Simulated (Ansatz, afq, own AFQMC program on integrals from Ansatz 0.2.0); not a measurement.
Where AFQMC and coupled cluster stand for AlHO, singlet

```json
{"atom": "Al", "x (Å)": "0.0000", "y (Å)": "0.0000", "z (Å)": "-1.3107"}
{"atom": "O", "x (Å)": "0.0000", "y (Å)": "0.0000", "z (Å)": "0.1803"}
{"atom": "H", "x (Å)": "0.0000", "y (Å)": "0.0000", "z (Å)": "1.1304"}
```

Connectivity, by distances: Al–OH.

Basis cc-pVDZ. Only valence electrons are correlated. Integrals, coupled cluster, full CI and functionals: Ansatz 0.2.0; the random walks run on the same integrals in our own AFQMC program. ph-AFQMC/CISD is guided by a CISD state made of CCSD amplitudes; releasing the constraint for a short imaginary time cuts its bias at the price of noise, slowly where states lie close. ± is one standard error of the sampling.

Determinant: RHF, the one that the program's search chose, which needn't be the lowest solution. The geometry is a point of a scan.

No full CI on the walks' own integrals is used here; CCSDT(Q) serves as the reference and is uncertain by about the last step of the cluster series.

The T1 diagnostic is 0.0153, the weight of the determinant in the CISD state is 0.893 and the size of the correlated space is 10 electrons in 31 orbitals.

Reference: CCSDT(Q), correlation energy -6.976 eV. The released energy is read at 2.40 1/Eh (meV from the phaseless value at times in 1/Eh: 5 ± 10 at 0.24, -3 ± 9 at 0.51, -6 ± 11 at 0.99, 7 ± 13 at 1.62, -12 ± 12 at 2.40).

```tsv
level	E − E(reference) (kJ/mol)	share of correlation (%)
HF	673.1	0.00
MP2	59.5	91.15
CCSD	16.3	97.58
CCSD(T)	2.8	99.58
CCSDT	1.9	99.72
ph-AFQMC/CISD	0.6 ± 1.0	99.91
released AFQMC	-0.6 ± 1.2	100.08
```

A walk keeps the symmetry of its determinant, which the program's search chose and which needn't be the lowest solution, so a lower state of the same spin and another symmetry isn't excluded. Released energies are given only where the last usable release times agree within the noise; a slower fall can still hide under it.
